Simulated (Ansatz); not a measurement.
## Al₂H₄S, SMILES [AlH2][S][AlH2]: an active-space calculation

Computed with the Ansatz DFT code, driven from Python.

The script reads `al2h4s.xyz`:
```text
7

Al   -1.37150    0.26180   -0.73820
S    -0.89400   -1.00500    1.02180
Al    1.26640   -0.43670    0.85190
H    -1.29770   -0.28490   -2.23160
H    -1.79780    1.83380   -0.54020
H     1.85050    0.85660    1.64530
H     2.30550   -1.29360   -0.05490
```

The script, `cas_al2h4s.py`:
```python
# -*- coding: utf-8 -*-
"""Active-space calculation on Al2H4S."""

import ansatz

system = ansatz.Crystal.molecule_from_extxyz("al2h4s.xyz")

calc = (
    system.calculation()
    .basis(gaussian="cc-pVDZ")
    .accuracy("high")
    .correlation(active_electrons=2, active_orbitals=2)
)
for method in [None, "sc_nevpt2"]:
    report = (calc if method is None else calc.correlation(method)).run(threads=1, backend="cpu").report
    space = report["configurations"]
    state = space["states"][0]
    print(method or "casscf", f"total {report['free_energy_ev'] / 27.211386246:.6f} Ha, active-space state {state['energy']['hartree']:.6f} Ha, mean field {report['reference_energy_ev'] / 27.211386246:.6f} Ha")
    print("  determinants", state["n_determinants"], " natural occupations", [round(n, 3) for n in space["natural_occupations"]])
```

Running `python cas_al2h4s.py` prints:
```text
casscf total -883.755591 Ha, active-space state -883.755591 Ha, mean field -883.741153 Ha
  determinants 4  natural occupations [1.976, 0.024]
Warning: the results are in doubt because another end's mean lies 0.102 eV lower, and its corrected mean 0.037 eV higher
RunWarning: the results are in doubt because another end's mean lies 0.102 eV lower, and its corrected mean 0.037 eV higher
sc_nevpt2 total -884.005885 Ha, active-space state -883.751832 Ha, mean field -883.741153 Ha
  determinants 4  natural occupations [1.976, 0.024]
```
(Warnings from the package without file and line.)

Reading the output:
- The settings weren't tested for convergence.
- The geometry is a force-field or estimated start, not a minimum of this method, and the basis set is short of its limit. The active space starts as a window about the frontier orbitals and is then optimised, not chosen by chemistry.
- A lower CASSCF solution was found and passed over, so the printed active-space state isn't the lowest.
- Timing: 32 s on 1 thread of Arm Neoverse V1, with other jobs on the host, peak memory 0.33 GiB.

(A comment or docstring line of the script was reworded after the run, the code is as it ran; lines on the test bed's own set-up are left out of the output.)
